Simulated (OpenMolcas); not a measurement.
# One shape, several levels: SiNH5 (SMILES [SiH3]N)

We compute a comparison of 6 runs (B3LYP/def2-TZVP, M06-2X/def2-TZVP, PBE/def2-TZVP, PBE0/def2-TZVP, TPSS/def2-TZVP, revPBE/def2-TZVP) of SiNH5. 

The results are computed with OpenMolcas 26.06.

## (1) The system as given

The species is SiNH5 (7 atoms), meant as a singlet with charge 0. SMILES: `[SiH3]N`. Geometry: relaxed at PBE0-D4/def2-TZVP.

Bond lengths: Si1–N2 1.720 Å, Si1–H3 1.486 Å, Si1–H4 1.486 Å, Si1–H5 1.494 Å, N2–H6 1.007 Å, N2–H7 1.007 Å. Angles: Si1–N2–H6 119.6°, Si1–N2–H7 119.6°, N2–Si1–H3 107.9°, N2–Si1–H4 107.9°, N2–Si1–H5 116.0°, H6–N2–H7 110.7°, H3–Si1–H4 110.5°, H3–Si1–H5 107.3°, H4–Si1–H5 107.3°.

## (2) Energy and forces at B3LYP/def2-TZVP (run 1)

Input file mol.inp:

```
&gateway
baslib=$CurrDir
coord
7
angstrom
Si      -0.413010      -0.292700      -0.422350
N        0.611760       0.348670       0.801280
H       -0.018320      -1.706330      -0.653330
H       -1.813170      -0.217090       0.068940
H       -0.367930       0.402730      -1.743970
H        0.391580       1.238230       1.219480
H        1.609100       0.226510       0.729930
basis=def2-TZVP
group=NoSym
&seward
gridinput
Grid=UltraFine
End of Grid
&scf
ksdft=B3LYP
thresholds=1e-10 1e-07 1e-07 1e-05
prorbitals=0
&alaska
```

The basis set def2-TZVP is read from a file made from the Basis Set Exchange's data (not shown).

Command:

```sh
$ export MOLCAS_MEM=1860
$ pymolcas mol.inp > mol.log
```

Standard output:

```text
--- Start Module: gateway ---
[...]
--- Stop Module: gateway /rc=_RC_ALL_IS_WELL_ ---
[...]
      Basis functions           98
[...]
--- Start Module: scf ---
[...]
       Convergence after  13 Iterations
[...]
::    Total KS-DFT energy                            -347.3285712251
[...]
      Total spin, S                                     0.0000000000
[...]
      Total electronic charge=   26.000000
      Total            charge=   -0.000000
[...]
      Dipole Moment (debye):
      Origin of the operator (angstrom)=   -0.0678   -0.0715   -0.0208
                   X=  9.1815E-01               Y=  9.6377E-01               Z=  2.9175E-01           Total=  1.3627E+00
      Quadrupole Moment (debye*angstrom):
[...]
--- Stop Module: scf /rc=_RC_ALL_IS_WELL_ ---
[...]
--- Start Module: alaska ---
[...]
 *              Molecular gradients               *
 **************************************************
  Irreducible representation: a
 ------------------------------------------------------------------------------------------
                              X                       Y                       Z
 ------------------------------------------------------------------------------------------
  SI1               2.82352451188039E-03    2.03672775362707E-03    2.79059547350080E-03
  N2               -7.47040880811678E-04   -5.31500408744501E-04   -7.29978570632284E-04
  H3                4.11197415839948E-04   -1.45248827197486E-03   -1.52989283853433E-04
  H4               -1.40597701935485E-03    5.24797464795460E-05    5.78486945236323E-04
  H5                5.58548710169063E-05    6.96902624593099E-04   -1.29282220236560E-03
  H6               -7.34972558544822E-05   -8.12446050434179E-04   -7.96054258105361E-04
  H7               -1.06406164273931E-03    1.03246064617757E-05   -3.97238103814701E-04
 ------------------------------------------------------------------------------------------
--- Stop Module: alaska /rc=_RC_ALL_IS_WELL_ ---
[...]
```

Run time: 35 s. Hardware: 1 thread of Arm Neoverse V1, shared host; peak memory 0.54 GiB.

## (3) Energy and forces at M06-2X/def2-TZVP (run 2)

Input file mol.input:

```
* H5NSi Kohn-Sham DFT
>>> EXPORT MOLCAS_PRINT=2

&GATEWAY
 BASLIB=$CurrDir
 COORD
 7
 angstrom
 Si      -0.413010      -0.292700      -0.422350
 N        0.611760       0.348670       0.801280
 H       -0.018320      -1.706330      -0.653330
 H       -1.813170      -0.217090       0.068940
 H       -0.367930       0.402730      -1.743970
 H        0.391580       1.238230       1.219480
 H        1.609100       0.226510       0.729930
 BASIS=def2-TZVP
 GROUP=NoSym

&SEWARD
 GRIDINPUT
 Grid=UltraFine
 End of Grid

&SCF
 KSDFT=M062X
 THRESHOLDS=1e-10 1e-07 1e-07 1e-05
 PRORBITALS=0

&ALASKA
```

The basis set def2-TZVP is read from a file made from the Basis Set Exchange's data (not shown).

Command:

```sh
$ export MOLCAS_MEM=1860
$ pymolcas mol.input > mol.log
```

Standard output:

```text
--- Start Module: gateway ---
[...]
--- Stop Module: gateway /rc=_RC_ALL_IS_WELL_ ---
[...]
      Basis functions           98
[...]
--- Start Module: scf ---
[...]
       Convergence after  12 Iterations
[...]
::    Total KS-DFT energy                            -347.2466536590
[...]
      Total spin, S                                     0.0000000000
[...]
      Total electronic charge=   26.000000
      Total            charge=   -0.000000
[...]
      Dipole Moment (debye):
      Origin of the operator (angstrom)=   -0.0678   -0.0715   -0.0208
                   X=  8.6485E-01               Y=  9.3989E-01               Z=  2.0855E-01           Total=  1.2942E+00
      Quadrupole Moment (debye*angstrom):
[...]
--- Stop Module: scf /rc=_RC_ALL_IS_WELL_ ---
[...]
--- Start Module: alaska ---
[...]
 *              Molecular gradients               *
 **************************************************
  Irreducible representation: a
 ------------------------------------------------------------------------------------------
                              X                       Y                       Z
 ------------------------------------------------------------------------------------------
  SI1               2.92680136089807E-03    2.21605412853920E-03    2.67145769534416E-03
  N2                5.72785909690676E-04   -1.80499938040590E-05    1.48853859585163E-03
  H3                7.71317217326040E-04   -3.22086085401496E-03   -6.03475731510428E-04
  H4               -3.21692546845620E-03    8.63773626282524E-05    1.00046095947359E-03
  H5               -2.75592810637805E-04    1.36517591464513E-03   -3.48792664875575E-03
  H6               -5.76531733168517E-05   -4.89283419093489E-04   -6.68465354194403E-04
  H7               -7.20733035494803E-04    6.05868611101013E-05   -4.00589516242639E-04
 ------------------------------------------------------------------------------------------
--- Stop Module: alaska /rc=_RC_ALL_IS_WELL_ ---
[...]
```

Run time: 43 s. Hardware: 1 thread of Arm Neoverse V1, shared host; peak memory 0.54 GiB.

Runs 3 to 5 aren't shown in full; the table further down has their settings and results.

## (4) Energy and forces at revPBE/def2-TZVP (run 6)

Input file job.input:

```
&GATEWAY
  BasLib=$CurrDir
  BasisSet
  Si.def2-TZVP....
  Si1 -0.413010 -0.292700 -0.422350 angstrom
  End of Basis
  BasisSet
  N.def2-TZVP....
  N2 0.611760 0.348670 0.801280 angstrom
  End of Basis
  BasisSet
  H.def2-TZVP....
  H3 -0.018320 -1.706330 -0.653330 angstrom
  H4 -1.813170 -0.217090 0.068940 angstrom
  H5 -0.367930 0.402730 -1.743970 angstrom
  H6 0.391580 1.238230 1.219480 angstrom
  H7 1.609100 0.226510 0.729930 angstrom
  End of Basis

&SEWARD
  GridInput
  Grid=UltraFine
  End of Grid

&SCF
  KSDFT=revPBE
  Thresholds=1e-10 1e-07 1e-07 1e-05
  PrOrbitals=1 1

&ALASKA
```

The basis set def2-TZVP is read from a file made from the Basis Set Exchange's data (not shown).

Command:

```sh
$ export MOLCAS_MEM=1860
$ pymolcas job.input > job.log
```

Standard output:

```text
--- Start Module: gateway ---
[...]
--- Stop Module: gateway /rc=_RC_ALL_IS_WELL_ ---
[...]
      Basis functions           98
[...]
--- Start Module: scf ---
[...]
       Convergence after  14 Iterations
[...]
::    Total KS-DFT energy                            -347.2178901940
[...]
      Total spin, S                                     0.0000000000
[...]
      Total electronic charge=   26.000000
      Total            charge=   -0.000000
[...]
      Dipole Moment (debye):
      Origin of the operator (angstrom)=   -0.0678   -0.0715   -0.0208
                   X=  9.4435E-01               Y=  9.5791E-01               Z=  3.6897E-01           Total=  1.3948E+00
      Quadrupole Moment (debye*angstrom):
[...]
--- Stop Module: scf /rc=_RC_ALL_IS_WELL_ ---
[...]
--- Start Module: alaska ---
[...]
 *              Molecular gradients               *
 **************************************************
  Irreducible representation: a
 ------------------------------------------------------------------------------------------
                              X                       Y                       Z
 ------------------------------------------------------------------------------------------
  SI1               3.28528158181474E-03    1.71868259275332E-03    4.59459621187364E-03
  N2               -8.86585546822083E-05    2.48501631304610E-03   -5.32691231327487E-03
  H3               -9.43440347142444E-04    3.73697713842525E-03    6.86258721830924E-04
  H4                3.72307083768675E-03   -1.37395536519105E-04   -1.19118389595418E-03
  H5                2.77532333830537E-04   -1.57549527106338E-03    3.94221965048613E-03
  H6                1.32448016424569E-03   -6.81278466261093E-03   -3.14263628983413E-03
  H7               -7.57826601576195E-03    5.84999425934041E-04    4.37657914827749E-04
 ------------------------------------------------------------------------------------------
--- Stop Module: alaska /rc=_RC_ALL_IS_WELL_ ---
[...]
```

Wall time 35 s (1 thread of Arm Neoverse V1, shared host); peak memory 0.54 GiB.

## (5) All runs side by side

```csv
run,level,energy (Eh),dipole moment (D),HOMO energy (eV),LUMO energy (eV),wall time
1,B3LYP/def2-TZVP,-347.328571,1.36,-7.18,0.07,35 s
2,M06-2X/def2-TZVP,-347.246654,1.29,-8.80,1.04,43 s
3,PBE/def2-TZVP,-347.068791,1.39,-5.99,-0.47,35 s
4,PBE0/def2-TZVP,-347.106734,1.37,-7.41,0.35,34 s
5,TPSS/def2-TZVP,-347.335922,1.38,-6.10,-0.23,52 s
6,revPBE/def2-TZVP,-347.217890,1.39,-5.95,-0.39,35 s
```

## (6) Results

```
                       quantity          value
            run 6: total energy  -347.21789 Eh
           run 6: dipole moment         1.39 D
             run 6: HOMO energy       -5.95 eV
             run 6: LUMO energy       -0.39 eV
           run 6: HOMO–LUMO gap        5.56 eV
run 6: largest force on an atom     0.392 eV/Å
```

What this shows: The dipole moment (its size) runs from 1.29 D (M06-2X/def2-TZVP) to 1.39 D (revPBE/def2-TZVP). The HOMO–LUMO gap runs from 5.52 eV (PBE/def2-TZVP) to 9.84 eV (M06-2X/def2-TZVP). Totals of different functionals can't be ranked against each other. All runs together took 3.9 min, the longest 52 s.
